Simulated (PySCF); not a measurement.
Species: C₂H₄.
InChI=1S/C2H4/c1-2/h1-2H2

Computed, not measured: EOM-IP-CCSD/aug-cc-pVDZ in PySCF, restricted Hartree–Fock reference, 2 core orbitals frozen, non-relativistic, gas phase, PBE0-D3(BJ)/def2-SVP geometry.

Hartree–Fock orbital energies give these Koopmans values (eV): HOMO 10.28, HOMO-1 13.67, HOMO-2 15.99, HOMO-3 17.40.

**Question.** What vertical ionisation energies does EOM-IP-CCSD give?

**Answer.** 
```
leading hole (HF orbital)  Koopmans (eV)  EOM-IP-CCSD (eV)  change (eV)  one-hole share
                     HOMO          10.28             10.57        +0.29            0.97
                   HOMO-1          13.67             12.90        -0.77            0.96
                   HOMO-2          15.99             14.78        -1.21            0.95
                   HOMO-3          17.40             16.10        -1.30            0.93
```

**Question.** Does the order of the lines follow the orbital energies?

**Answer.** Yes, no two lines change places. The corrections run from -1.30 to +0.29 eV, with a mean of -0.75 eV over the 4 lines; EOM-IP-CCSD lies above the Koopmans value for HOMO.

**Question.** At what kinetic energies would He II light (40.81 eV) eject these electrons?

**Answer.** 30.24 eV (HOMO), 27.91 eV (HOMO-1), 26.03 eV (HOMO-2), 24.71 eV (HOMO-3).

One root was sought for each valence orbital with −ε under 21 eV, eight at most, so deeper holes and satellites are missing; no vibrational structure.
